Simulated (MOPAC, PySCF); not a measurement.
C2H5NO, SMILES `CC(N)=O` (O–C–N–H torsion 0°), neutral singlet in the gas phase. 

Cartesian coordinates (Å):
```xyz
9

C     -1.0995    -0.1491    -0.0540
C      0.2308     0.5860    -0.0133
N      1.3312    -0.2251     0.0822
O      0.3248     1.8069    -0.0611
H     -1.2455    -0.7472     0.8579
H     -1.1451    -0.8324    -0.9150
H     -1.9048     0.5870    -0.1348
H      2.2473     0.2075     0.1150
H      1.2607    -1.2337     0.1230
```
Charge 0, spin multiplicity 1.

All levels are single points at this geometry (PBE-D3(BJ)/def2-TZVP); Pople sets use spherical d functions. Orbital energies aren't observables, and empty levels follow the basis.

M06-2X/6-31G* in PySCF gives dipole (D) = 3.86.

Q: Estimate the dipole (D) from each of these levels: PBE-D3(BJ)/def2-TZVP in PySCF; B3LYP/3-21G in PySCF; B3LYP/6-31G* in PySCF; BP86/6-31G* in PySCF; SVWN5/6-31G* in PySCF; HF/3-21G in PySCF; HF/6-31G* in PySCF; HF/STO-3G in PySCF; AM1 in MOPAC; PM3 in MOPAC; PM6 in MOPAC; PM7 in MOPAC.

A: 
| level | dipole (D) |
|---|---|
| PBE-D3(BJ)/def2-TZVP in PySCF | 3.84 |
| B3LYP/3-21G in PySCF | 3.70 |
| B3LYP/6-31G* in PySCF | 3.80 |
| BP86/6-31G* in PySCF | 3.70 |
| SVWN5/6-31G* in PySCF | 3.77 |
| HF/3-21G in PySCF | 4.12 |
| HF/6-31G* in PySCF | 4.21 |
| HF/STO-3G in PySCF | 2.80 |
| AM1 in MOPAC | 3.67 |
| PM3 in MOPAC | 3.74 |
| PM6 in MOPAC | 4.29 |
| PM7 in MOPAC | 4.22 |
